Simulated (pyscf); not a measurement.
LiH + methane (CH₄) → Li–CH₃ + hydrogen (H₂), a four-centre exchange (singlet surface; H–Li, C–H broken, C–Li, H–H formed). Single points on ωB97X-D3(BJ)/def2-SVP structures (PySCF, gas phase). Energies in eV from the separated reactants.

Small-basis levels: PySCF, no dispersion term, spherical d functions. AM1 to PM7: differences of heats of formation from MOPAC, which are fitted to 298 K values and so differ in kind from electronic energies by zero-point and thermal terms. Cost: rough CPU time at the saddle relative to B3LYP/6-31G*, from one job on a shared machine.

```
level                   barrier  reaction energy        cost
----------------------  -------  ---------------  ----------
HF/STO-3G                  2.94            +1.44        0.09
HF/3-21G                      ?            +0.85        0.09
B3LYP/STO-3G               1.81            +1.07         0.7
B3LYP/6-31G*                  ?            +0.65           1
B3LYP/6-311+G**            0.89            +0.57           1
PBE/def2-SVP               0.60            +0.59           1
PM6                        0.13            -1.89  under 0.02
ωB97M-D3(BJ)/def2-TZVP        ?            +0.57           –
```

Some entries are withheld; supply them.


- HF/3-21G, barrier: 1.72
- B3LYP/6-31G*, barrier: 1.10
- ωB97M-D3(BJ)/def2-TZVP, barrier: 1.00

Against the last row the barrier runs from -0.87 (PM6) to +1.94 eV (HF/STO-3G). ωB97M-D3(BJ)/def2-TZVP has limits of its own. On the reactant side the descent ends in an adduct with a C–Li contact, 0.26 eV under the separated species and 1.22 eV under the saddle at ωB97X-D3(BJ)/def2-TZVP. What is counted as formed (C–Li) is already present as a longer contact in the reactant adduct; forming that adduct is a step of its own. At the saddle there is also a short H–Li contact that neither side keeps. This is the saddle that the search found; another between the same sides may lie lower.
